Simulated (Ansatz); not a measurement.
Input for Ansatz (development build ahead of 0.2.0):

```yaml
crystal:
  periodic: [false, false, false]
  atoms:
    - { symbol: P, position_ang: [0.0, 0.0, -0.84772] }
    - { symbol: O, position_ang: [0.0, 0.0, 0.84772] }
basis:
  gaussian: { orbitals: def2-SVP }
total_charge: -1
magnetization:
  initial_magnetization: 2
hamiltonian:
  xc: hf
correlation:
  method: mp2
  frozen_orbitals: { O: 1, P: 5 }
```

The input is written out in the form of the current development build from the run's settings. Correlation on restricted open-shell orbitals is semicanonical, with singles.

The run gave:

```
Converged                                                          : yes
Reference energy                                                   : -415.36955 hartree
Correlation energy                                                 : -0.29454 hartree
Total energy                                                       : -415.66409 hartree
Spin squared of the determinant                                    : 2.000
Stability test                                                     : minimum among restricted orbitals
Occupied orbitals by symmetry in an Abelian subgroup (alpha; beta) : 7 A1 3 B1 3 B2; 7 A1 2 B1 2 B2
```

Messages of the program:
```
mean field -11302.78119462 eV, -415.3695476022 hartree, gradient 3.0e-6 eV, S^2 2.000000; 5 other ends of a descent, 0 dependent functions left out
```

Caution: no diffuse functions for an anion.
